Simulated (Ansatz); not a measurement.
PBE exchange is replaced step by step with exact exchange (0 % is PBE, 25 % PBE0; no dispersion term), basis def2-TZVP, Ansatz. System: Si(OH)2H2 (SiO2H4). Total charge 0; singlet. Geometry: PBE-D4/def2-TZVP.

Geometry of the singlet:

```xyz
7

Si   -0.324   -0.231   -0.169
O    -0.022    1.317   -0.691
H    -0.072    2.017   -0.024
O     1.040   -1.112    0.165
H     1.526   -0.888    0.972
H    -0.955   -0.950   -1.304
H    -1.193   -0.153    1.050
```

| exact exchange (%) | HOMO (eV) | LUMO (eV) | gap (eV) |
| --- | --- | --- | --- |
| 0 | -7.34 | -0.56 | 6.79 |
| 5 | -7.65 | -0.38 | 7.27 |
| 10 | -7.96 | -0.21 | 7.76 |
| 15 | -8.27 | -0.03 | 8.24 |
| 25 | -8.89 | 0.32 | 9.20 |
| 35 | -9.50 | 0.66 | 10.16 |

Fit a straight line to the column «gap (eV)» against the share of exact exchange and predict its value at 50 %.

With x = exact exchange (%) and y = gap (eV): mean x = 15, mean y = 8.237; Σ(x − x̄)(y − ȳ) = 81.85, Σ(x − x̄)² = 850; slope b = 0.09629, intercept a = ȳ − b·x̄ = 6.793. The residuals of the fitted rows reach 0.00. At x = 50 the line gives 6.793 + (0.09629 × 50) = 11.61; the run gave 11.57, 0.04 less than the line.
